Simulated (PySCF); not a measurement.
CH3NO, SMILES NC=O (connectivity only; charge and spin as stated), charge +1, multiplicity 2. Atoms are numbered in the order given.

```xyz
6

N      0.1553    -1.0687     0.0000
C     -0.3785     0.1100     0.0000
O      0.2415     1.2095     0.0000
H      1.1626    -1.2018     0.0000
H     -0.4360    -1.8921     0.0000
H     -1.4745     0.2389     0.0000
```
Charge +1, spin multiplicity 2.

Coordinates come from a B3LYP-D3(BJ)/def2-TZVP optimisation. The spin state was assumed, not searched. Other conformers were not sampled.

Calculation: PySCF with TDA-PBE/def2-SVPD.

Vertical excitations. The molecule is in vacuum.

Give excitation energies, oscillator strengths and character. (Estimate from the structure and the level; the computed values follow.)


```json
[
 {"state": "root 1", "energy (eV)": "0.66", "λ (nm)": "1891", "f": "0.000", "main pairs": "β HOMO→LUMO 100 %"},
 {"state": "root 2", "energy (eV)": "4.09", "λ (nm)": "303", "f": "0.000", "main pairs": "β HOMO−2→LUMO 99 %"},
 {"state": "root 3", "energy (eV)": "4.26", "λ (nm)": "291", "f": "0.002", "main pairs": "β HOMO−1→LUMO 98 %"},
 {"state": "root 4", "energy (eV)": "5.53", "λ (nm)": "224", "f": "0.000", "main pairs": "α HOMO→LUMO 48 %, β HOMO→LUMO+1 52 %"},
 {"state": "root 5", "energy (eV)": "6.15", "λ (nm)": "201", "f": "0.012", "main pairs": "β HOMO−3→LUMO 94 %"},
 {"state": "root 6", "energy (eV)": "7.51", "λ (nm)": "165", "f": "0.012", "main pairs": "α HOMO→LUMO 8 %, β HOMO−4→LUMO 82 %"},
 {"state": "root 7", "energy (eV)": "7.82", "λ (nm)": "159", "f": "0.001", "main pairs": "α HOMO−1→LUMO 99 %"},
 {"state": "root 8", "energy (eV)": "8.52", "λ (nm)": "146", "f": "0.011", "main pairs": "α HOMO−2→LUMO 48 %, β HOMO−2→LUMO+1 48 %"},
 {"state": "root 9", "energy (eV)": "9.21", "λ (nm)": "135", "f": "0.184", "main pairs": "α HOMO→LUMO 17 %, β HOMO−5→LUMO 46 %, β HOMO→LUMO+1 15 %, β HOMO−4→LUMO 8 %"},
 {"state": "root 10", "energy (eV)": "9.33", "λ (nm)": "133", "f": "0.000", "main pairs": "α HOMO−3→LUMO 21 %, β HOMO−1→LUMO+1 73 %"}
]
```
Unrestricted roots are not spin-pure.
